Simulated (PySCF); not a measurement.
## Which basis set comes closest?

Molecule: dimethyl carbonate, C3H6O3.

Bonds (- single, = double, # triple, : aromatic): C1-O2 1.415 Å, O2-C3 1.328 Å, C3=O4 1.202 Å, C3-O5 1.328 Å, O5-C6 1.415 Å. C1 carries H7, H8, H9; C6 carries H10, H11, H12.

Geometry PBE0-D3(BJ)/def2-SVP throughout; GIAO in PySCF, gas phase, one conformer, non-relativistic; equivalent atoms averaged; functional PBE0.

Reference values (measured; solution, THF-d8, 298 K; Fulmer et al., Organometallics 2010, 29, 2176): δ(H7/H8/H9/H10/H11/H12) = 3.69 ppm, δ(C3) = 156.9 ppm, δ(C1/C6) = 54.6 ppm. Computed shifts are taken against TMS, calculated as an isolated molecule at each level.

**Question.** How do the basis sets STO-3G, 6-31G, pcSseg-0, 6-31G*, def2-SVP, cc-pVDZ, pcSseg-1, aug-cc-pVDZ, 6-311+G(2d,p), def2-TZVP, cc-pVTZ, IGLO-III, pcSseg-2 perform against the reference? Times are CPU seconds on shared hosts with different chips, so compare them loosely.

**Answer.** 
```tsv
basis set	functions	H7/H8/H9/H10/H11/H12	C3	C1/C6	abs. error H	mean abs. error C	core-s
STO-3G	36	2.61	107.9	48.4	1.08	27.6	2.8
6-31G	66	3.83	152.7	51.7	0.14	3.6	5.4
pcSseg-0	66	4.07	171.8	57.6	0.38	9.0	8
6-31G*	96	3.54	145.1	51.4	0.15	7.5	7.7
def2-SVP	114	3.40	150.3	50.9	0.29	5.1	8.8
cc-pVDZ	114	3.44	150.9	51.3	0.25	4.7	16
pcSseg-1	132	3.62	162.0	54.2	0.07	2.7	9.9
aug-cc-pVDZ	192	3.69	155.3	51.1	0.00	2.5	34
6-311+G(2d,p)	198	3.58	159.7	52.9	0.11	2.2	21
def2-TZVP	222	3.54	161.0	54.0	0.15	2.3	32
cc-pVTZ	264	3.55	160.6	53.5	0.14	2.4	51
IGLO-III	270	3.61	163.3	55.0	0.08	3.4	51
pcSseg-2	300	3.58	164.9	55.6	0.11	4.5	32
```

For $^{1}$H the closest is aug-cc-pVDZ (0.00 ppm) and the furthest STO-3G (1.08 ppm).

For $^{13}$C the closest is 6-311+G(2d,p) (2.2 ppm, with def2-TZVP, cc-pVTZ practically level) and the furthest STO-3G (27.6 ppm). Where a smaller basis beats a larger one, errors probably cancel; the largest sets show where the functional converges. One molecule is a small sample, and vibrational and solvent effects are absent from the calculation.

A small basis that lands close on one nucleus may do so by chance; judge by the trend and by all nuclei.
